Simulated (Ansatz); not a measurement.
C3H5NO can be A, `OC1=NCC1`, or B, `C1=NCCO1`.

Gas-phase electronic energies from Ansatz, PBE0-D4/def2-TZVP geometries. CCSD(T)/CBS adds triple-zeta CCSD(T) − MP2 to the extrapolated MP2 energy (def2 sets, frozen cores). Functionals use def2-TZVPP. B3LYP here is the variant with VWN-RPA as its local correlation; programs differ in this. Each species was taken in one conformer, which may not be the lowest.

A:

```xyz
10

O    -1.7852   -0.7686    0.8406
C    -0.6912   -0.1578    0.4033
N    -0.2294    0.9923    0.7148
C     0.9082    0.7620   -0.2213
C     0.3235   -0.6265   -0.5782
H    -2.2148   -0.1776    1.4746
H     1.8751    0.7459    0.2851
H     0.9335    1.4831   -1.0404
H    -0.0304   -0.7580   -1.6017
H     0.9108   -1.4949   -0.2768
```

B:

```xyz
10

C    -0.9754   -1.0414    0.2417
N    -1.3124    0.1550    0.4469
C    -0.1354    0.9629    0.1271
C     0.9299   -0.0540   -0.3193
O     0.2682   -1.3271   -0.1896
H    -1.6133   -1.9064    0.3847
H    -0.3845    1.6832   -0.6559
H     0.1689    1.5321    1.0090
H     1.8172   -0.0673    0.3153
H     1.2368    0.0631   -1.3600
```

Q: Which isomer does CCSD(T)/CBS put lower? Give the gap. (Best estimate.)

A: Computed: B, by 43.8 kJ/mol.

Q: Give E(B) − E(A) in kJ/mol with HF/def2-TZVPP, PBE0-D4, B2PLYP, ωB97M-V, B3LYP, BLYP-D4, r2SCAN-D4. (An estimate is asked.)

A: The calculation gave: HF/def2-TZVPP -51.4, PBE0-D4 -40.3, B2PLYP -45.9, ωB97M-V -40.8, B3LYP -46.2, BLYP-D4 -48.2, r2SCAN-D4 -45.9. None reverses the order clearly.

Q: Does the order hold for the free energy at 298.15 K (harmonic terms from PBE0-D4)? (An estimate is asked.)

A: The calculation gave: Yes: G(B) − G(A) = -41.8 kJ/mol, for one conformer each.

Largest T1 diagnostic: 0.014.

In def2-TZVPP, CCSD(T) changes the Hartree–Fock value by +6.6 kJ/mol (the triples alone add −0.2 kJ/mol) and MP2 by +12.1 kJ/mol. Leaving LDA and LC-ωPBE aside and taking each functional with its dispersion term where it has one, the values, not all of them listed here, spread over 9.6 kJ/mol, from BHLYP-D4 to PBE-D4.
